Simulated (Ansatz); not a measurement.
Wurtzite AlN: LDA at its full settings (plane-wave cutoff 520 eV, 12×12×8 k mesh (along the axes of the cell as run), Fermi–Dirac smearing 0.01 eV, scalar-relativistic PAW data made under PBE) and at cheaper ones, in a cell of 4 atoms with Γ-centred meshes.

| level and setting | equilibrium lattice constant a (Å) | c axis length (Å) | bulk modulus (GPa) |
|---|---|---|---|
| LDA (Ansatz) | 3.089 | 4.944 | 210 |
| LDA (250 eV cutoff) (Ansatz) | 3.116 | 4.962 | 198 |
| LDA (4×4×4 k mesh) (Ansatz) | 3.091 | 4.936 | 210 |

Largest shifts from the full settings: lattice constant a +0.87 % (LDA (250 eV cutoff)), against a difference of -0.71 % of the full result from the reference 3.111 Å (measured, low temperature, extrapolated to low temperature; as tabulated in arXiv:1206.3780); lattice parameter c +0.36 % (LDA (250 eV cutoff)), against a difference of -0.70 % of the full result from the reference 4.979 Å (measured, low temperature, extrapolated to low temperature; as tabulated in arXiv:1206.3780); bulk modulus -5.7 % (LDA (250 eV cutoff)), against a difference of +1.0 % of the full result from the reference 208 GPa (measured, temperature not stated, no zero-point or thermal correction, our sources range from 200 to 211; as tabulated in J. Phys. Chem. B 108, 11506, doi 10.1021/jp048396e, abstract (bulk AlN value …).

The full settings aren't shown to be converged themselves.

Ansatz's density-functional and Hartree–Fock values are scalar-relativistic unless marked +SOC, with PAW data made under PBE.

Run with cheap settings on purpose, which may leave them unconverged: LDA (250 eV cutoff), LDA (4×4×4 k mesh).

Ansatz is a program for electronic structure.
